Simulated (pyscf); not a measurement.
This saddle point was located with ωB97X-D3(BJ)/def2-SVP in PySCF.

```xyz
6

Cl     0.9714     0.2188     0.3519
Sn    -1.4991    -0.3633     1.3567
Cl    -1.3701    -2.6288     0.6606
S     -1.8097     0.3937    -1.0945
H     -0.0905     0.3705    -0.6419
H     -1.9463     1.7043    -0.8013
```

Surface: singlet, charge 0. Lowest wavenumbers (cm⁻¹): 446i, 86, 96, 198, 322.

Task: Which two sides does it connect, and which bonds change?

Result: Cl–Sn:–Cl (SMILES [Cl][Sn][Cl]) [singlet] + H₂S (SMILES S) ⇌ HCl (SMILES Cl) + HS–Sn:–Cl (SMILES [SH][Sn][Cl]) [singlet], a four-centre exchange read from left to right: Cl–Sn, H–S broken and Cl–H, S–Sn formed. At CCSD(T)/def2-TZVPP + ΔMP2(QZVPP) it lies +0.22 eV from the left side and -0.10 eV from the right (each side as separated species at their lowest minima found). On the reactant side the descent ends in an adduct with a S–Sn contact (not fully relaxed), 0.62 eV under the separated species and 0.72 eV under the saddle at ωB97X-D3(BJ)/def2-TZVP. On the product side the descent ends in a complex, 0.33 eV under the separated species and 0.12 eV under the saddle at ωB97X-D3(BJ)/def2-TZVP. At CCSD(T) the saddle lies under the separated products, which points to a path from their complex (located at ωB97X-D3(BJ) alone), and parting the products costs more than the saddle. What is counted as formed (S–Sn) is already present as a longer contact in the reactant adduct; forming that adduct is a step of its own. At ωB97X-D3(BJ)/def2-TZVP the barrier from the zero used here is 0.10 eV. This is the saddle that the search found; another between the same sides may lie lower. The CCSD(T) − MP2 part came from Ansatz, without density fitting, on the same reference. The frozen core leaves the outer d or s,p core shells of the metals and heavy elements correlated in the MP2 and CC values, and def2-TZVPP describes them poorly, which can shift differences by a few kcal/mol. Elements past Kr carry the def2 core potentials, without spin-orbit coupling.
